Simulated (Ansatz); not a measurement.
For Ir (model structure, started from the beta-Sn type, I4₁/amd, No. 141, 2 atoms in the cell), PBEsol (plane waves, PAW; Ansatz, a program for electronic structure) gives:

- lattice parameter a: 4.805 Å
- c axis length: 2.718 Å

**Question.** What does r²SCAN in Ansatz (PAW) give for the same quantities?

**Answer.** 
- lattice constant a: 4.820 Å (goes up by 0.3 %)
- lattice parameter c: 2.740 Å (increases by 0.8 %)

Changes are worked out from the printed values.

Unless a cell is named, each level is at its own relaxed cell (PBEsol 15.69, r²SCAN 15.91 Å³/atom).

Levels without +SOC leave out spin–orbit coupling, which shifts energies and cells of such heavy elements.

Ansatz's density-functional and Hartree–Fock values are scalar-relativistic unless marked +SOC, with PAW data made under PBE.

A model structure was made by putting elements into a prototype or built by hand; it is no filed structure, need not be a known phase, and can be a saddle point held by its symmetry.
